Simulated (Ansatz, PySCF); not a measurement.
C2H6O, SMILES COC. Atoms are numbered in the order given.

```xyz
9

C      1.1719     0.0000     0.1911
O      0.0000     0.0000    -0.5920
C     -1.1719     0.0000     0.1911
H      1.2270     0.8906     0.8315
H      1.2270    -0.8906     0.8315
H      2.0207     0.0000    -0.4911
H     -1.2270     0.8906     0.8315
H     -2.0207     0.0000    -0.4911
H     -1.2270    -0.8906     0.8315
```
Charge 0, spin multiplicity 1.

Coordinates come from a B3LYP-D3(BJ)/def2-TZVP optimisation.

Two levels are set side by side: PBE-D3(BJ)/def2-TZVP (Ansatz, an electronic-structure program) and B3LYP-D3(BJ)/def2-TZVP (Ansatz). Each level has its own optimised geometry; the coordinates shown are those of the second. Frequencies come from the Hessian of PySCF at each geometry. Differences are taken from unrounded values.

```
quantity                            B3LYP-D3(BJ)  PBE-D3(BJ)  PBE-D3(BJ) minus B3LYP-D3(BJ)
----------------------------------  ------------  ----------  -----------------------------
mean bond length (Å)                       1.174       1.182                          0.008
bond C1–O2 (Å)                             1.409       1.415                          0.006
bond O2–C3 (Å)                             1.409       1.415                          0.006
bond C1–H4 (Å)                             1.098       1.108                          0.010
bond C1–H5 (Å)                             1.098       1.108                          0.010
bond C1–H6 (Å)                             1.089       1.098                          0.009
bond C3–H7 (Å)                             1.098       1.108                          0.010
bond C3–H8 (Å)                             1.089       1.098                          0.009
bond C3–H9 (Å)                             1.098       1.108                          0.010
highest harmonic wavenumber (cm⁻¹)          3114        3051                            -63
mean harmonic wavenumber (cm⁻¹)             1660        1613                            -47
zero-point energy (kcal/mol)               49.84       48.42                          -1.42
```

Exact exchange shortens and stiffens bonds; PBE has none. Differences between two approximate levels are no errors against the true value.
